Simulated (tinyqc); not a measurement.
Inside a calculation. Method: extended Hueckel theory, for HF. One step of it, computed by the program tinyqc.

Problem. Wolfsberg-Helmholz matrix. H_ij = K' S_ij (H_ii + H_jj)/2 for i != j (the diagonal keeps H_ii), with K' = 1.5.

overlap S, lower triangle:
```
           1F 2s    1F 2px    1F 2py    1F 2pz     2H 1s
1F 2s   1.000000
1F 2px  0.000000  1.000000
1F 2py  0.000000  0.000000  1.000000
1F 2pz  0.000000  0.000000  0.000000  1.000000
2H 1s   0.369870  0.000000  0.000000  0.321917  1.000000
```

diagonal H_ii (eV): 1F 2s -40.000000, 1F 2px -18.100000, 1F 2py -18.100000, 1F 2pz -18.100000, 2H 1s -13.600000

K = 1.500000

Give: H.

Solution.

H (eV), lower triangle:
```
           1F 2s    1F 2px    1F 2py    1F 2pz     2H 1s
1F 2s   -40.0000
1F 2px    0.0000  -18.1000
1F 2py    0.0000    0.0000  -18.1000
1F 2pz    0.0000    0.0000    0.0000  -18.1000
2H 1s   -14.8688    0.0000    0.0000   -7.6536  -13.6000
```
